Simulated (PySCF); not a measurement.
# How well do the runs reproduce experiment for CFCl3?

**The experiment to reproduce.**

NIST CCCBDB Release 22 (SRD 101), experimental dipoles lists, for the gas: dipole moment (microwave Stark effect, vibrational ground state) 0.46 ± 0.02 D.

The results are set against them at the end.

Compound: CFCl3.
Atom-mapped SMILES: `[F:1][C:2]([Cl:3])([Cl:4])[Cl:5]`

Geometry (GFN2-xTB, Å), atoms numbered from 1 in this order:
```xyz
5
CCl3F angstrom
F      0.0603   -0.1410    1.3961
C      0.0046   -0.0063    0.0667
Cl    -0.4579    1.6606   -0.3126
Cl     1.6028   -0.3706   -0.6039
Cl    -1.2011   -1.1397   -0.5634
```

The PySCF runs (gas phase, on this GFN2-xTB geometry; no spin–orbit coupling):

```
          level         job  basis functions
B3LYP/6-31++G**  shieldings              102
B97-D/6-31++G**  shieldings              102
 BLYP/6-31++G**  shieldings              102
 BP86/6-31++G**  shieldings              102
   HF/6-31++G**  shieldings              102
  KT2/6-31++G**  shieldings              102
  KT3/6-31++G**  shieldings              102
  LDA/6-31++G**  shieldings              102
 OPBE/6-31++G**  shieldings              102
  PBE/6-31++G**  shieldings              102
  PW91/6-311G**  shieldings              114
 X3LYP/6-311G**  shieldings              114
```

All basis functions are spherical.

**Comparison with experiment**

**Dipole moment.** Measured: 0.46 D (NIST CCCBDB Release 22 (SRD 101), experimental dipoles).

| level | computed (D) | computed − measured (D) | % (from the printed values) |
| --- | --- | --- | --- |
| B3LYP/6-31++G** | 0.42 | -0.04 | -9 |
| B97-D/6-31++G** | 0.33 | -0.13 | -28 |
| BLYP/6-31++G** | 0.36 | -0.10 | -22 |
| BP86/6-31++G** | 0.31 | -0.15 | -33 |
| HF/6-31++G** | 0.53 | +0.07 | +15 |
| KT2/6-31++G** | 0.34 | -0.12 | -26 |
| KT3/6-31++G** | 0.33 | -0.13 | -28 |
| LDA/6-31++G** | 0.36 | -0.10 | -22 |
| OPBE/6-31++G** | 0.26 | -0.20 | -43 |
| PBE/6-31++G** | 0.32 | -0.14 | -30 |
| PW91/6-311G** | 0.33 | -0.13 | -28 |
| X3LYP/6-311G** | 0.44 | -0.02 | -4 |

Closest is X3LYP/6-311G** (-0.02 D), furthest OPBE/6-31++G** (-0.20 D); one molecule doesn't rank methods. The computed dipoles belong to one fixed geometry; measured ones are averaged over vibrations unless marked μe. Magnitudes are compared, not signs.

No measured geometry was used, and the causes of the misses weren't examined.
